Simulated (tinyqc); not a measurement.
Worked calculation (part 1 of 3): UHF in the sto-3g basis, for LiH, spin multiplicity 3. This run ends on a higher stationary point, not on the lowest solution. Computed by tinyqc, a small Python program that keeps every step (integrals from PySCF). Settings: charge = 0, multiplicity = 3, basis = sto-3g, energy threshold = 1e-08, iteration cap = 55, orthogonalisation = canonical, start = core, DIIS depth = 4, method = UHF. Command: `OMP_NUM_THREADS=1 python tinyqc.py 23609 23610 out.jsonl` (the two numbers bound the seeds that draw the settings). One thread of a shared host (Intel(R) Xeon(R) Processor @ 2.60GHz), about 0.1 s of CPU time with the checks. Later iterations appear only in the table of the cycle.

## One-electron integrals

Geometry (angstrom):
```
atom         x         y         z
Li    0.000000  0.000000  0.000000
H     0.000000  0.000000  1.818000
```

Basis sto-3g: exponents (1/bohr^2) and contraction coefficients of normalised primitives:
```
element  l (shell)   exponent  coefficient
Li           s (1)  16.119575     0.154329
Li           s (1)   2.936201     0.535328
Li           s (1)   0.794651     0.444635
Li           s (2)   0.636290    -0.099967
Li           s (2)   0.147860     0.399513
Li           s (2)   0.048089     0.700115
Li           p (3)   0.636290     0.155916
Li           p (3)   0.147860     0.607684
Li           p (3)   0.048089     0.391957
H            s (1)   3.425251     0.154329
H            s (1)   0.623914     0.535328
H            s (1)   0.168855     0.444635
```

Overlap, kinetic and nuclear-attraction integrals over the contracted functions; the nuclear repulsion is the sum of Za Zb / Rab.

nuclear repulsion = 0.87322972 hartree

overlap S, order 1Li 1s, 1Li 2s, 1Li 2px, 1Li 2py, 1Li 2pz, 2H 1s:
$$\begin{pmatrix}
1.000000 & 0.241137 & 0.000000 & 0.000000 & 0.000000 & 0.041528 \\
0.241137 & 1.000000 & 0.000000 & 0.000000 & 0.000000 & 0.341501 \\
0.000000 & 0.000000 & 1.000000 & 0.000000 & 0.000000 & 0.000000 \\
0.000000 & 0.000000 & 0.000000 & 1.000000 & 0.000000 & 0.000000 \\
0.000000 & 0.000000 & 0.000000 & 0.000000 & 1.000000 & 0.466360 \\
0.041528 & 0.341501 & 0.000000 & 0.000000 & 0.466360 & 1.000000
\end{pmatrix}$$

kinetic energy T (hartree), order 1Li 1s, 1Li 2s, 1Li 2px, 1Li 2py, 1Li 2pz, 2H 1s:
$$\begin{pmatrix}
3.576786 & -0.020237 & 0.000000 & 0.000000 & 0.000000 & -0.011842 \\
-0.020237 & 0.102163 & 0.000000 & 0.000000 & 0.000000 & 0.028686 \\
0.000000 & 0.000000 & 0.319682 & 0.000000 & 0.000000 & 0.000000 \\
0.000000 & 0.000000 & 0.000000 & 0.319682 & 0.000000 & 0.000000 \\
0.000000 & 0.000000 & 0.000000 & 0.000000 & 0.319682 & 0.096437 \\
-0.011842 & 0.028686 & 0.000000 & 0.000000 & 0.096437 & 0.760032
\end{pmatrix}$$

nuclear attraction V (hartree), order 1Li 1s, 1Li 2s, 1Li 2px, 1Li 2py, 1Li 2pz, 2H 1s:
$$\begin{pmatrix}
-8.273958 & -1.034532 & 0.000000 & 0.000000 & -0.012474 & -0.175109 \\
-1.034532 & -1.474707 & 0.000000 & 0.000000 & -0.109609 & -0.595203 \\
0.000000 & 0.000000 & -1.436070 & 0.000000 & 0.000000 & 0.000000 \\
0.000000 & 0.000000 & 0.000000 & -1.436070 & 0.000000 & 0.000000 \\
-0.012474 & -0.109609 & 0.000000 & 0.000000 & -1.523128 & -0.822385 \\
-0.175109 & -0.595203 & 0.000000 & 0.000000 & -0.822385 & -2.099019
\end{pmatrix}$$

core Hamiltonian H = T + V (hartree), order 1Li 1s, 1Li 2s, 1Li 2px, 1Li 2py, 1Li 2pz, 2H 1s:
$$\begin{pmatrix}
-4.697172 & -1.054769 & 0.000000 & 0.000000 & -0.012474 & -0.186951 \\
-1.054769 & -1.372544 & 0.000000 & 0.000000 & -0.109609 & -0.566517 \\
0.000000 & 0.000000 & -1.116388 & 0.000000 & 0.000000 & 0.000000 \\
0.000000 & 0.000000 & 0.000000 & -1.116388 & 0.000000 & 0.000000 \\
-0.012474 & -0.109609 & 0.000000 & 0.000000 & -1.203446 & -0.725948 \\
-0.186951 & -0.566517 & 0.000000 & 0.000000 & -0.725948 & -1.338987
\end{pmatrix}$$

## Two-electron integrals

Functions are numbered as in S; the eight-fold symmetry (ij|kl) = (ji|kl) = (kl|ij) leaves the list below.

Two-electron integrals (ij|kl) in chemists' order, unique and non-zero (hartree):
```
(11|11) 1.680395   (21|11) 0.265420   (21|21) 0.049941   (22|11) 0.397727
(22|21) 0.092860   (22|22) 0.290562   (31|31) 0.008981   (32|31) 0.013788
(32|32) 0.064184   (33|11) 0.396640   (33|21) 0.092880   (33|22) 0.290497
(33|33) 0.312946   (41|41) 0.008981   (42|41) 0.013788   (42|42) 0.064184
(43|43) 0.016869   (44|11) 0.396640   (44|21) 0.092880   (44|22) 0.290497
(44|33) 0.279207   (44|44) 0.312946   (51|51) 0.008981   (52|51) 0.013788
(52|52) 0.064184   (53|53) 0.016869   (54|54) 0.016869   (55|11) 0.396640
(55|21) 0.092880   (55|22) 0.290497   (55|33) 0.279207   (55|44) 0.279207
(55|55) 0.312946   (61|11) 0.044165   (61|21) 0.008362   (61|22) 0.015880
(61|33) 0.015695   (61|44) 0.015695   (61|51) 0.001007   (61|52) 0.001964
(61|55) 0.016256   (61|61) 0.001535   (62|11) 0.119048   (62|21) 0.028203
(62|22) 0.095270   (62|33) 0.090132   (62|44) 0.090132   (62|51) 0.004525
(62|52) 0.028971   (62|55) 0.105452   (62|61) 0.005667   (62|62) 0.054323
(63|31) 0.002089   (63|32) 0.010149   (63|53) 0.004292   (63|63) 0.003567
(64|41) 0.002089   (64|42) 0.010149   (64|54) 0.004292   (64|64) 0.003567
(65|11) 0.152160   (65|21) 0.036381   (65|22) 0.127207   (65|33) 0.118505
(65|44) 0.118505   (65|51) 0.006991   (65|52) 0.044466   (65|55) 0.144475
(65|61) 0.007558   (65|62) 0.078950   (65|65) 0.116026   (66|11) 0.290658
(66|21) 0.069948   (66|22) 0.260720   (66|33) 0.237858   (66|44) 0.237858
(66|51) 0.012154   (66|52) 0.097892   (66|55) 0.306257   (66|61) 0.014516
(66|62) 0.188556   (66|65) 0.283733   (66|66) 0.774606
```

## Orthogonalisation

S = U s U^T; canonical form X = U s^(-1/2), so that X^T S X = 1. Each column of U has its largest component positive (the first on a tie).

eigenvalues of S: [0.411969, 0.801224, 1.000000, 1.000000, 1.177597, 1.609211]

X, order 1Li 1s, 1Li 2s, 1Li 2px, 1Li 2py, 1Li 2pz, 2H 1s:
$$\begin{pmatrix}
0.216034 & 0.785769 & 0.000000 & 0.000000 & 0.605715 & 0.183221 \\
-0.711554 & -0.613699 & 0.000000 & 0.000000 & 0.477042 & 0.371148 \\
0.000000 & 0.000000 & 0.279586 & 0.960121 & 0.000000 & 0.000000 \\
0.000000 & 0.000000 & 0.960121 & -0.279586 & 0.000000 & 0.000000 \\
-0.850730 & 0.463655 & 0.000000 & 0.000000 & -0.471662 & 0.407808 \\
1.072682 & -0.197624 & 0.000000 & 0.000000 & -0.179616 & 0.532724
\end{pmatrix}$$

Within a degenerate level the vectors are fixed only up to a rotation; this is one choice.

## Starting guess

The start is the orbitals of the core Hamiltonian; D(s) = C_occ C_occ^T for each spin.

D(alpha) at the start, order 1Li 1s, 1Li 2s, 1Li 2px, 1Li 2py, 1Li 2pz, 2H 1s:
$$\begin{pmatrix}
1.022784 & -0.066271 & 0.000000 & 0.000000 & -0.040519 & -0.058854 \\
-0.066271 & 0.145468 & 0.000000 & 0.000000 & 0.145926 & 0.226328 \\
0.000000 & 0.000000 & 0.283063 & -0.450487 & 0.000000 & 0.000000 \\
0.000000 & 0.000000 & -0.450487 & 0.716937 & 0.000000 & 0.000000 \\
-0.040519 & 0.145926 & 0.000000 & 0.000000 & 0.147063 & 0.228197 \\
-0.058854 & 0.226328 & 0.000000 & 0.000000 & 0.228197 & 0.354107
\end{pmatrix}$$

D(beta) at the start, order 1Li 1s, 1Li 2s, 1Li 2px, 1Li 2py, 1Li 2pz, 2H 1s:
$$\begin{pmatrix}
1.011240 & -0.025382 & 0.000000 & 0.000000 & 0.000684 & 0.005078 \\
-0.025382 & 0.000637 & 0.000000 & 0.000000 & -0.000017 & -0.000127 \\
0.000000 & 0.000000 & 0.000000 & 0.000000 & 0.000000 & 0.000000 \\
0.000000 & 0.000000 & 0.000000 & 0.000000 & 0.000000 & 0.000000 \\
0.000684 & -0.000017 & 0.000000 & 0.000000 & 0.000000 & 0.000003 \\
0.005078 & -0.000127 & 0.000000 & 0.000000 & 0.000003 & 0.000026
\end{pmatrix}$$

## Iteration 1: building the Fock matrix

J_ij = sum D_kl (ij|kl) with D = D(alpha) + D(beta), K_ij = sum D_kl (ik|jl) for each spin; F = H + J - K(s); E = tr D H + tr D J / 2 - 0.5 sum_s tr D(s) K(s) + E_nn.

Coulomb J (hartree), order 1Li 1s, 1Li 2s, 1Li 2px, 1Li 2py, 1Li 2pz, 2H 1s:
$$\begin{pmatrix}
4.103877 & 0.704059 & 0.000000 & 0.000000 & 0.012742 & 0.120188 \\
0.704059 & 1.359415 & 0.000000 & 0.000000 & 0.085488 & 0.491403 \\
0.000000 & 0.000000 & 1.339418 & -0.015199 & 0.000000 & 0.000000 \\
0.000000 & 0.000000 & -0.015199 & 1.354056 & 0.000000 & 0.000000 \\
0.012742 & 0.085488 & 0.000000 & 0.000000 & 1.377774 & 0.661924 \\
0.120188 & 0.491403 & 0.000000 & 0.000000 & 0.661924 & 1.414522
\end{pmatrix}$$

exchange K(alpha) (hartree), order 1Li 1s, 1Li 2s, 1Li 2px, 1Li 2py, 1Li 2pz, 2H 1s:
$$\begin{pmatrix}
1.700658 & 0.277091 & 0.000000 & 0.000000 & 0.006776 & 0.053267 \\
0.277091 & 0.226926 & 0.000000 & 0.000000 & 0.142543 & 0.231392 \\
0.000000 & 0.000000 & 0.127423 & -0.133378 & 0.000000 & 0.000000 \\
0.000000 & 0.000000 & -0.133378 & 0.255883 & 0.000000 & 0.000000 \\
0.006776 & 0.142543 & 0.000000 & 0.000000 & 0.205915 & 0.286988 \\
0.053267 & 0.231392 & 0.000000 & 0.000000 & 0.286988 & 0.539210
\end{pmatrix}$$

exchange K(beta) (hartree), order 1Li 1s, 1Li 2s, 1Li 2px, 1Li 2py, 1Li 2pz, 2H 1s:
$$\begin{pmatrix}
1.686287 & 0.257742 & 0.000000 & 0.000000 & 0.001049 & 0.043025 \\
0.257742 & 0.046238 & 0.000000 & 0.000000 & 0.000257 & 0.007771 \\
0.000000 & 0.000000 & 0.008442 & 0.000000 & 0.000000 & 0.000000 \\
0.000000 & 0.000000 & 0.000000 & 0.008442 & 0.000000 & 0.000000 \\
0.001049 & 0.000257 & 0.000000 & 0.000000 & 0.008487 & 0.000972 \\
0.043025 & 0.007771 & 0.000000 & 0.000000 & 0.000972 & 0.001427
\end{pmatrix}$$

F(alpha) (hartree), order 1Li 1s, 1Li 2s, 1Li 2px, 1Li 2py, 1Li 2pz, 2H 1s:
$$\begin{pmatrix}
-2.293953 & -0.627801 & 0.000000 & 0.000000 & -0.006508 & -0.120030 \\
-0.627801 & -0.240055 & 0.000000 & 0.000000 & -0.166663 & -0.306506 \\
0.000000 & 0.000000 & 0.095606 & 0.118180 & 0.000000 & 0.000000 \\
0.000000 & 0.000000 & 0.118180 & -0.018215 & 0.000000 & 0.000000 \\
-0.006508 & -0.166663 & 0.000000 & 0.000000 & -0.031587 & -0.351013 \\
-0.120030 & -0.306506 & 0.000000 & 0.000000 & -0.351013 & -0.463674
\end{pmatrix}$$

F(beta) (hartree), order 1Li 1s, 1Li 2s, 1Li 2px, 1Li 2py, 1Li 2pz, 2H 1s:
$$\begin{pmatrix}
-2.279582 & -0.608452 & 0.000000 & 0.000000 & -0.000781 & -0.109788 \\
-0.608452 & -0.059367 & 0.000000 & 0.000000 & -0.024378 & -0.082886 \\
0.000000 & 0.000000 & 0.214588 & -0.015199 & 0.000000 & 0.000000 \\
0.000000 & 0.000000 & -0.015199 & 0.229226 & 0.000000 & 0.000000 \\
-0.000781 & -0.024378 & 0.000000 & 0.000000 & 0.165841 & -0.064997 \\
-0.109788 & -0.082886 & 0.000000 & 0.000000 & -0.064997 & 0.074108
\end{pmatrix}$$

total energy of this density = -7.67427776 hartree

## Iteration 1: diagonalisation and new density

Diagonalise F' = X^T F X, C = X C', fill 3 alpha and 1 beta electrons from the bottom; D(s) = C_occ C_occ^T. Each column has its largest component positive (the first on a tie).

F' = X^T F X (alpha) (hartree):
$$\begin{pmatrix}
0.261546 & -0.148527 & 0.000000 & 0.000000 & -0.065819 & -0.186188 \\
-0.148527 & -0.808828 & 0.000000 & 0.000000 & -1.094631 & -0.316466 \\
0.000000 & 0.000000 & 0.054129 & 0.130258 & 0.000000 & 0.000000 \\
0.000000 & 0.000000 & 0.130258 & 0.023262 & 0.000000 & 0.000000 \\
-0.065819 & -1.094631 & 0.000000 & 0.000000 & -1.183168 & -0.425276 \\
-0.186188 & -0.316466 & 0.000000 & 0.000000 & -0.425276 & -0.680875
\end{pmatrix}$$

orbital energies (alpha) (hartree): MO1 -2.296691, MO2 -0.527654, MO3 -0.092474, MO4 0.087861, MO5 0.169864, MO6 0.325159

coefficients C (alpha), order 1Li 1s, 1Li 2s, 1Li 2px, 1Li 2py, 1Li 2pz, 2H 1s:
$$\begin{pmatrix}
0.990706 & -0.118447 & 0.000000 & -0.250407 & 0.000000 & -0.079581 \\
0.035515 & 0.267367 & 0.000000 & 0.982466 & 0.000000 & 0.458551 \\
0.000000 & 0.000000 & -0.532037 & 0.000000 & 0.846721 & 0.000000 \\
0.000000 & 0.000000 & 0.846721 & 0.000000 & 0.532037 & 0.000000 \\
0.004762 & 0.247315 & 0.000000 & -0.319516 & 0.000000 & 1.078987 \\
0.002195 & 0.751840 & 0.000000 & -0.316198 & 0.000000 & -0.916793
\end{pmatrix}$$

F' = X^T F X (beta) (hartree):
$$\begin{pmatrix}
0.420959 & -0.165588 & 0.000000 & 0.000000 & -0.121274 & -0.079145 \\
-0.165588 & -0.765272 & 0.000000 & 0.000000 & -1.088835 & -0.418174 \\
0.000000 & 0.000000 & 0.219922 & -0.016752 & 0.000000 & 0.000000 \\
0.000000 & 0.000000 & -0.016752 & 0.223892 & 0.000000 & 0.000000 \\
-0.121274 & -1.088835 & 0.000000 & 0.000000 & -1.123714 & -0.519317 \\
-0.079145 & -0.418174 & 0.000000 & 0.000000 & -0.519317 & -0.208789
\end{pmatrix}$$

orbital energies (beta) (hartree): MO1 -2.281126, MO2 0.005430, MO3 0.152290, MO4 0.205038, MO5 0.238776, MO6 0.446589

coefficients C (beta), order 1Li 1s, 1Li 2s, 1Li 2px, 1Li 2py, 1Li 2pz, 2H 1s:
$$\begin{pmatrix}
0.993305 & -0.142819 & -0.215158 & 0.000000 & 0.000000 & 0.105922 \\
0.026811 & 0.424606 & 0.848485 & 0.000000 & 0.000000 & -0.589338 \\
0.000000 & 0.000000 & 0.000000 & 0.846721 & -0.532037 & 0.000000 \\
0.000000 & 0.000000 & 0.000000 & 0.532037 & 0.846721 & 0.000000 \\
0.001484 & 0.320912 & -0.540164 & 0.000000 & 0.000000 & -0.965777 \\
-0.002204 & 0.610679 & -0.204647 & 0.000000 & 0.000000 & 1.044484
\end{pmatrix}$$

D(alpha) after iteration 1, order 1Li 1s, 1Li 2s, 1Li 2px, 1Li 2py, 1Li 2pz, 2H 1s:
$$\begin{pmatrix}
0.995528 & 0.003516 & 0.000000 & 0.000000 & -0.024576 & -0.086878 \\
0.003516 & 0.072747 & 0.000000 & 0.000000 & 0.066293 & 0.201095 \\
0.000000 & 0.000000 & 0.283063 & -0.450487 & 0.000000 & 0.000000 \\
0.000000 & 0.000000 & -0.450487 & 0.716937 & 0.000000 & 0.000000 \\
-0.024576 & 0.066293 & 0.000000 & 0.000000 & 0.061187 & 0.185952 \\
-0.086878 & 0.201095 & 0.000000 & 0.000000 & 0.185952 & 0.565268
\end{pmatrix}$$

D(beta) after iteration 1, order 1Li 1s, 1Li 2s, 1Li 2px, 1Li 2py, 1Li 2pz, 2H 1s:
$$\begin{pmatrix}
0.986655 & 0.026632 & 0.000000 & 0.000000 & 0.001474 & -0.002189 \\
0.026632 & 0.000719 & 0.000000 & 0.000000 & 0.000040 & -0.000059 \\
0.000000 & 0.000000 & 0.000000 & 0.000000 & 0.000000 & 0.000000 \\
0.000000 & 0.000000 & 0.000000 & 0.000000 & 0.000000 & 0.000000 \\
0.001474 & 0.000040 & 0.000000 & 0.000000 & 0.000002 & -0.000003 \\
-0.002189 & -0.000059 & 0.000000 & 0.000000 & -0.000003 & 0.000005
\end{pmatrix}$$

## Iteration 2: building the Fock matrix

As before.

Coulomb J (hartree), order 1Li 1s, 1Li 2s, 1Li 2px, 1Li 2py, 1Li 2pz, 2H 1s:
$$\begin{pmatrix}
4.057873 & 0.697429 & 0.000000 & 0.000000 & 0.012525 & 0.119140 \\
0.697429 & 1.353748 & 0.000000 & 0.000000 & 0.091050 & 0.501672 \\
0.000000 & 0.000000 & 1.330967 & -0.015199 & 0.000000 & 0.000000 \\
0.000000 & 0.000000 & -0.015199 & 1.345605 & 0.000000 & 0.000000 \\
0.012525 & 0.091050 & 0.000000 & 0.000000 & 1.377863 & 0.680004 \\
0.119140 & 0.501672 & 0.000000 & 0.000000 & 0.680004 & 1.485143
\end{pmatrix}$$

exchange K(alpha) (hartree), order 1Li 1s, 1Li 2s, 1Li 2px, 1Li 2py, 1Li 2pz, 2H 1s:
$$\begin{pmatrix}
1.684843 & 0.289401 & 0.000000 & 0.000000 & 0.000102 & 0.049624 \\
0.289401 & 0.214518 & 0.000000 & 0.000000 & 0.121250 & 0.233945 \\
0.000000 & 0.000000 & 0.122748 & -0.133378 & 0.000000 & 0.000000 \\
0.000000 & 0.000000 & -0.133378 & 0.251208 & 0.000000 & 0.000000 \\
0.000102 & 0.121250 & 0.000000 & 0.000000 & 0.185710 & 0.298391 \\
0.049624 & 0.233945 & 0.000000 & 0.000000 & 0.298391 & 0.642977
\end{pmatrix}$$

exchange K(beta) (hartree), order 1Li 1s, 1Li 2s, 1Li 2px, 1Li 2py, 1Li 2pz, 2H 1s:
$$\begin{pmatrix}
1.671950 & 0.273586 & 0.000000 & 0.000000 & 0.000265 & 0.046573 \\
0.273586 & 0.054295 & 0.000000 & 0.000000 & 0.000072 & 0.009372 \\
0.000000 & 0.000000 & 0.009632 & 0.000000 & 0.000000 & 0.000000 \\
0.000000 & 0.000000 & 0.000000 & 0.009632 & 0.000000 & 0.000000 \\
0.000265 & 0.000072 & 0.000000 & 0.000000 & 0.009606 & 0.001174 \\
0.046573 & 0.009372 & 0.000000 & 0.000000 & 0.001174 & 0.001800
\end{pmatrix}$$

F(alpha) (hartree), order 1Li 1s, 1Li 2s, 1Li 2px, 1Li 2py, 1Li 2pz, 2H 1s:
$$\begin{pmatrix}
-2.324142 & -0.646741 & 0.000000 & 0.000000 & -0.000052 & -0.117435 \\
-0.646741 & -0.233314 & 0.000000 & 0.000000 & -0.139809 & -0.298789 \\
0.000000 & 0.000000 & 0.091830 & 0.118180 & 0.000000 & 0.000000 \\
0.000000 & 0.000000 & 0.118180 & -0.021991 & 0.000000 & 0.000000 \\
-0.000052 & -0.139809 & 0.000000 & 0.000000 & -0.011294 & -0.344335 \\
-0.117435 & -0.298789 & 0.000000 & 0.000000 & -0.344335 & -0.496821
\end{pmatrix}$$

F(beta) (hartree), order 1Li 1s, 1Li 2s, 1Li 2px, 1Li 2py, 1Li 2pz, 2H 1s:
$$\begin{pmatrix}
-2.311249 & -0.630927 & 0.000000 & 0.000000 & -0.000214 & -0.114384 \\
-0.630927 & -0.073091 & 0.000000 & 0.000000 & -0.018632 & -0.074217 \\
0.000000 & 0.000000 & 0.204947 & -0.015199 & 0.000000 & 0.000000 \\
0.000000 & 0.000000 & -0.015199 & 0.219585 & 0.000000 & 0.000000 \\
-0.000214 & -0.018632 & 0.000000 & 0.000000 & 0.164810 & -0.047119 \\
-0.114384 & -0.074217 & 0.000000 & 0.000000 & -0.047119 & 0.144356
\end{pmatrix}$$

total energy of this density = -7.71346746 hartree

## Iteration 2: DIIS over 2 matrices

error matrix X^T (FDS - SDF) X (alpha):
$$\begin{pmatrix}
0.000000 & 0.013414 & 0.000000 & 0.000000 & 0.015022 & -0.043722 \\
-0.013414 & 0.000000 & 0.000000 & 0.000000 & 0.012351 & 0.005221 \\
0.000000 & 0.000000 & 0.000000 & 0.000000 & 0.000000 & 0.000000 \\
0.000000 & 0.000000 & 0.000000 & 0.000000 & 0.000000 & 0.000000 \\
-0.015022 & -0.012351 & 0.000000 & 0.000000 & 0.000000 & 0.001004 \\
0.043722 & -0.005221 & 0.000000 & 0.000000 & -0.001004 & 0.000000
\end{pmatrix}$$

B (overlaps of the stored error matrices):
$$\begin{pmatrix}
8.4180938e-02 & 1.8497247e-02 \\
1.8497247e-02 & 5.4336490e-03
\end{pmatrix}$$

Minimise |sum c_i e_i|^2 with sum c_i = 1: solve [B -1; -1 0][c; lambda] = [0; -1] with B_ij = tr e_i^T e_j summed over both spins, and take F = sum c_i F_i.

DIIS coefficients: [-0.248263, 1.248263]

extrapolated F(alpha) (hartree), order 1Li 1s, 1Li 2s, 1Li 2px, 1Li 2py, 1Li 2pz, 2H 1s:
$$\begin{pmatrix}
-2.331636 & -0.651443 & 0.000000 & 0.000000 & 0.001551 & -0.116791 \\
-0.651443 & -0.231641 & 0.000000 & 0.000000 & -0.133142 & -0.296873 \\
0.000000 & 0.000000 & 0.090893 & 0.118180 & 0.000000 & 0.000000 \\
0.000000 & 0.000000 & 0.118180 & -0.022929 & 0.000000 & 0.000000 \\
0.001551 & -0.133142 & 0.000000 & 0.000000 & -0.006256 & -0.342678 \\
-0.116791 & -0.296873 & 0.000000 & 0.000000 & -0.342678 & -0.505050
\end{pmatrix}$$

extrapolated F(beta) (hartree), order 1Li 1s, 1Li 2s, 1Li 2px, 1Li 2py, 1Li 2pz, 2H 1s:
$$\begin{pmatrix}
-2.319110 & -0.636506 & 0.000000 & 0.000000 & -0.000074 & -0.115525 \\
-0.636506 & -0.076499 & 0.000000 & 0.000000 & -0.017205 & -0.072065 \\
0.000000 & 0.000000 & 0.202553 & -0.015199 & 0.000000 & 0.000000 \\
0.000000 & 0.000000 & -0.015199 & 0.217191 & 0.000000 & 0.000000 \\
-0.000074 & -0.017205 & 0.000000 & 0.000000 & 0.164554 & -0.042680 \\
-0.115525 & -0.072065 & 0.000000 & 0.000000 & -0.042680 & 0.161796
\end{pmatrix}$$
